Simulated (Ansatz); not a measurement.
The cluster NaF2⁻. Charge -1, multiplicity 3. Geometry r2SCAN-D4/def2-TZVPD; atoms count from 1.

Cartesian coordinates in Å:
```
Na -0.3047 -1.0940 -0.5672
F 0.7984 0.7507 -0.4564
F -0.4938 0.3433 1.0236
```

The highest occupied level of the charge -1 triplet lies above zero (up to 0.69 eV). It is a level of α spin, whose loss leaves a doublet; that state wasn't run at this geometry and level. The electron is either unbound and held by the finite basis, or the level is raised by self-interaction error. At PBE0-D4/def2-TZVPD a singlet of charge -1 lies 3.94 eV below the triplet, each at its own geometry. The structure comes from a short search, and lower isomers may exist.

Problem. Estimate the Mulliken populations from the PBE0/def2-TZVPD orbitals of Ansatz.

Solution. 
```csv
atom,charge (e),spin (α − β)
Na1,0.00,1.01
F2,-0.50,0.50
F3,-0.50,0.50
```
Mulliken values and Mayer orders depend strongly on the basis. With diffuse functions, as here, like atoms can get unlike values, and bond orders can come out too low or too high.

Problem. Where does the spin sit?

Solution. Summed by element: Na 1.01, F 0.99, of 2 unpaired in all. Largest on single atoms: Na1 1.01, F2 0.50, F3 0.50.
